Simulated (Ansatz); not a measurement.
Cost and result for the atomization energy of AlH$_{7}$Si$_{2}$ (`[AlH2][SiH2][SiH3]`) (10 atoms, 9 bonds).

Cartesian coordinates in Å:
```
Al -0.3067 2.1933 0.1623
Si 0.6580 0.1316 -0.7354
Si -0.2356 -1.7146 0.3970
H -1.6570 2.7735 -0.4394
H 0.3777 2.9278 1.3928
H 2.1404 0.0847 -0.5692
H 0.3575 -0.0455 -2.1865
H 0.3223 -3.0000 -0.1031
H 0.0579 -1.6068 1.8528
H -1.7147 -1.7440 0.2287
```

Total charge 0; spin multiplicity 1. Geometry: relaxed with PBE0-D4/def2-TZVP. Program: Ansatz. All runs use 2 threads of an Intel Xeon Platinum 8488C on a shared host. Times are those of one run each, without the atoms' runs, and a repeat can differ threefold. Electronic energies, without spin–orbit coupling; frozen cores. CCSD(T)/CBS adds CCSD(T) − MP2 in def2-TZVPP to the MP2 limit, and its time is that of the two runs behind it. T1 = 0.013. HSE06 is the plane-wave form, built on full-range PBE exchange.

CCSD(T)/CBS is a level of theory with its own doubt, some kJ/mol a heavy atom from the limit and from the frozen cores, so smaller differences don't rank the functionals.

| level | functions | wall time | atomization (kcal/mol) | difference from CCSD(T)/CBS | per bond |
| --- | --- | --- | --- | --- | --- |
| LDA (SPW92)/def2-TZVPP | 224 | 1.1 s | 694.0 | 53.2 | 5.9 |
| CCSD(T)/def2-SVP | 89 | 1.6 s | 599.0 | -41.8 | -4.6 |
| BLYP-D4/def2-TZVPP | 224 | 1.8 s | 627.8 | -13.0 | -1.4 |
| revPBE-D4/def2-TZVPP | 224 | 1.8 s | 620.6 | -20.2 | -2.2 |
| HSE06-D4/def2-TZVPP | 224 | 2.8 s | 628.6 | -12.2 | -1.4 |
| CAM-B3LYP-D4/def2-TZVPP | 224 | 3.2 s | 639.7 | -1.1 | -0.1 |
| r2SCANh-D4/def2-TZVPP | 224 | 3.9 s | 638.0 | -2.8 | -0.3 |
| PBE-QIDH/def2-TZVPP | 224 | 4.8 s | 628.6 | -12.2 | -1.4 |
| B97M-V/def2-TZVPP | 224 | 6.5 s | 650.3 | 9.5 | 1.1 |
| ωB97X-V/def2-TZVPP | 224 | 7.5 s | 646.6 | 5.8 | 0.6 |
| MP2/def2-QZVPP | 420 | 20 s | 622.4 | -18.4 | -2.0 |
| CCSD(T)/def2-TZVPP | 224 | 34 s | 625.2 | -15.6 | -1.7 |
| CCSD(T)/CBS(def2) | – | 54 s | 640.8 | 0.0 | 0.0 |

At CCSD(T), def2-SVP lies −41.8 kcal/mol from the extrapolated value and def2-TZVPP −15.6 kcal/mol: correlation converges slowly with the basis, and small sets miss more of it in the bonded molecule than in its fragments. In def2-TZVPP, CCSD(T) changes the Hartree–Fock value by +132.1 kcal/mol (the triples alone add +4.4 kcal/mol) and MP2 by +120.0 kcal/mol; breaking electron pairs costs correlation energy, which Hartree–Fock lacks. Leaving LDA and LC-ωPBE aside and taking each functional with its dispersion term where it has one, the values spread over 29.6 kcal/mol, from revPBE-D4 to B97M-V. LDA lies +72.5 kcal/mol from PBE without D4, its usual overbinding.
